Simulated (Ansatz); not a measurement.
# AlNH2 (quintet): from Hartree-Fock to the top rungs, 6-31G

How much of the correlation energy of AlNH2 (quintet) does each wave-function method recover here?

Program: Ansatz 0.2.0, Gaussian basis. Level of theory: 6-31G, core rule «outside noble gas», up to 6 orbitals frozen. These are calculated values, not measurements.

Plan: UHF; CCSD(T) on ROHF; CCSD(T) on UHF; BCCD(T) on ROHF; CISD; CCSDT(Q) on ROHF; CCSDT(Q) on UHF; CISDTQ; CCSDTQ on ROHF; CCSDTQ on UHF; Full CI.

16 further runs of the same task are left out: 11 for a known fault of the program, 5 set aside as unsound or not needed.

**1. What is computed**

The geometry is a PBE0/def2-TZVP stationary point (not a proven minimum) of the parent state, kept for this charge and spin.

4 atoms, charge 0, spin multiplicity 5.

Atoms are counted from 1 here; the program's logs count them from 0.

Bond lengths: Al1–N2 1.771 Å, N2–H3 1.007 Å, N2–H4 1.007 Å. Angles: Al1–N2–H3 124.1°, Al1–N2–H4 124.1°, H3–N2–H4 111.7°.

**2. UHF**

Contents of in.yaml:

```yaml
crystal:
  periodic: [false, false, false]
  atoms:
    - {symbol: Al, position_ang: [0.000000, 0.000000, 0.686473]}
    - {symbol: N, position_ang: [0.000000, 0.000000, -1.084932]}
    - {symbol: H, position_ang: [0.000000, 0.833405, -1.649784]}
    - {symbol: H, position_ang: [0.000000, -0.833405, -1.649784]}
basis:
  gaussian: {orbitals: 6-31G}
magnetization: {spin_polarized: true, initial_magnetization: 4}
hamiltonian: {xc: hf}
output: {orbitals: {seedname: orbitals}}
```

On the command line:

```console
ansatz run in.yaml --threads 1 --pin off --events-out ev --progress --plain --max-ram 4096MiB --backend cpu
```

The runs that follow: CCSD(T) on ROHF; CCSD(T) on UHF; BCCD(T) on ROHF; CISD; CCSDT(Q) on ROHF; CCSDT(Q) on UHF; CISDTQ; CCSDTQ on ROHF; CCSDTQ on UHF; Full CI.

**Question.** What will the summary of the whole plan be? Wanted: FCI below the RHF energy; RMP2 from FCI; UMP2 from FCI; RCCSD from FCI; RCCSD(T) from FCI; UCCSD(T) from FCI; RCCSDT(Q) from FCI; UCCSDT(Q) from FCI; T1 diagnostic.

The runs gave:

| quantity | value |
| --- | --- |
| FCI below the RHF energy | -2.9908 eV |
| RMP2 from FCI | +494.3 meV |
| UMP2 from FCI | +481.1 meV |
| RCCSD from FCI | +43.3 meV |
| RCCSD(T) from FCI | +11.2 meV |
| UCCSD(T) from FCI | +10.7 meV |
| RCCSDT(Q) from FCI | +0.2 meV |
| UCCSDT(Q) from FCI | -0.5 meV |
| levels within 1 kcal/mol (43 meV) | RCCSD, UCCSD, RCCSD(T), UCCSD(T), BCCD(T), RCCSDT, UCCSDT, CISDTQ, RCCSDT(Q), UCCSDT(Q), RCCSDTQ, UCCSDTQ |
| T1 diagnostic | 0.012 |
| effectively unpaired electrons | 4.01 |

In words: RCCSD(T) lands +11.2 meV from the yardstick (0.4 % of the correlation energy). One determinant dominates. These misses are within one basis, not against nature; the frozen cores of restricted and unrestricted runs differ, which can shift their rows.
